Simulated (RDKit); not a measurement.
RDKit input (UFF):

```python
from rdkit import Chem
from rdkit.Chem import AllChem, rdDetermineBonds

mol = Chem.MolFromXYZFile('mol.xyz')
rdDetermineBonds.DetermineBonds(mol, charge=-1)
print('SMILES', Chem.MolToSmiles(Chem.RemoveHs(mol)))
ff = AllChem.UFFGetMoleculeForceField(mol)
e0 = ff.CalcEnergy()
flag = ff.Minimize(maxIts=5000, forceTol=1e-5)
print(f'energy {e0:.4f} -> {ff.CalcEnergy():.4f} kcal/mol, converged: {flag == 0}')
print(Chem.MolToXYZBlock(mol))
```
mol.xyz:
```
9

C      0.04909858     1.10763595     0.28954788
C      0.03506176    -1.10688107     0.29443337
C      0.83295606    -0.00625608    -0.44256257
C     -0.69559174     0.00362713    -0.35442763
H      0.01183467     1.17045808     1.39196549
H      0.06324781     2.09009786    -0.18549049
H     -0.00296470    -1.16436125     1.39711638
H      0.03674236    -2.09152973    -0.17626532
H     -1.43800807     0.00657945    -1.14927239
```

Question: Which steric energies does it print, before and after the minimisation?

Answer: 562.30 and 516.78 kcal/mol. They count from the force field's own zero for this bonding and are no heats of formation.
